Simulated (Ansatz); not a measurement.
in.yaml

```yaml
crystal:
  periodic: [false, false, false]
  atoms:
    - {symbol: Ge, position_ang: [0.000000, 0.000000, 2.061200]}
    - {symbol: Si, position_ang: [0.000000, 0.000000, -0.273700]}
    - {symbol: O, position_ang: [0.000000, 0.000000, -1.787500]}
basis:
  gaussian: {orbitals: STO-3G}
total_charge: 1
magnetization: {spin_polarized: false, initial_magnetization: 3}
correlation: {method: fic_mrcisd_q, electrons: all, active_space: {window: {electrons: 11, orbitals: 8}, states: [{multiplicity: 4, weights: [1, 1]}]}}
accuracy: high
scf: {lower_state_search: off}
```

```sh
$ ansatz run in.yaml --threads 1 --pin off --events-out ev --progress --plain --max-ram 2393MiB
```

The program prints:

```
these checks for a lower state are left out or cut short: stability, starts, cluster_reference, orbital_swaps, neighbouring_geometries, increment
469 factors; integrals over basis functions are off by at most 3.8e-8 eV
mean field evaluation 1: about -65588.5715 eV, gradient 4.1e1 eV
mean field evaluation 2: about -65588.6120 eV, gradient 4.1e1 eV
mean field evaluation 4: about -65600.0808 eV, gradient 1.7e1 eV
mean field evaluation 8: about -65602.8599 eV, gradient 2.9e0 eV
mean field evaluation 16: about -65602.8905 eV, gradient 1.7e-8 eV
mean field -65602.89048890 eV, -2410.8617582309 hartree, gradient 1.4e-8 eV, S^2 3.750000; 0 other end points of the search recorded, 0 dependent functions left out
reference -65602.89048890 eV, -2410.8617582309 hartree; 28, 25 occupied and 4, 7 virtual orbitals, 469 factors
state -65604.14594795 eV, -2410.9078955000 hartree
state -65603.05637702 eV, -2410.8678545066 hartree
contracted CI cycle   1: correlation 0.00000000 eV, 0.0000000000 hartree, residual 1.11e1 eV
contracted CI cycle   2: correlation -2.68960239 eV, -0.0988410648 hartree, residual 2.73e0 eV
contracted CI cycle   3: correlation -2.93425013 eV, -0.1078317035 hartree, residual 1.01e0 eV
contracted CI cycle   4: correlation -2.95661841 eV, -0.1086537226 hartree, residual 3.62e-1 eV
contracted CI cycle   5: correlation -2.95935734 eV, -0.1087543765 hartree, residual 1.46e-1 eV
...
state -65604.14594795 eV, -2410.9078955000 hartree; corrected -65607.48580592 eV, -2411.0306330166 hartree
...
contracted CI cycle  10: correlation -2.29645819 eV, -0.0843932820 hartree, residual 5.41e-3 eV
contracted CI cycle  11: correlation -2.29645874 eV, -0.0843933021 hartree, residual 2.70e-3 eV
contracted CI cycle  12: correlation -2.29645889 eV, -0.0843933075 hartree, residual 1.36e-3 eV
contracted CI cycle  13: correlation -2.29645893 eV, -0.0843933091 hartree, residual 7.44e-4 eV
contracted CI cycle  14: correlation -2.29645894 eV, -0.0843933095 hartree, residual 3.89e-4 eV
contracted CI cycle  15: correlation -2.29645895 eV, -0.0843933096 hartree, residual 1.78e-4 eV
contracted CI cycle  16: correlation -2.29645895 eV, -0.0843933097 hartree, residual 7.34e-5 eV
contracted CI cycle  17: correlation -2.29645895 eV, -0.0843933097 hartree, residual 3.30e-5 eV
contracted CI cycle  18: correlation -2.29645895 eV, -0.0843933097 hartree, residual 1.35e-5 eV
contracted CI cycle  19: correlation -2.29645895 eV, -0.0843933097 hartree, residual 6.06e-6 eV
state -65603.05637702 eV, -2410.8678545066 hartree; corrected -65605.64633678 eV, -2410.9630337724 hartree
Total energy: -65606.56607135 eV, -2410.9968333945 hartree
Checks for a lower state left out: stability, starts, cluster_reference, orbital_swaps, neighbouring_geometries, increment
```

Natural occupations, averaged over the states: 1.9967 1.9943 1.9837 1.4971 1.4257 1.0029 0.8334 0.2662.

The total printed last is the weighted mean of the 2 states, 0.920 eV above the lowest of them, and is no single state's energy.

Ran on 1 thread of Arm Neoverse V1, shared host: 7 s wall, 0.26 GiB peak host memory.
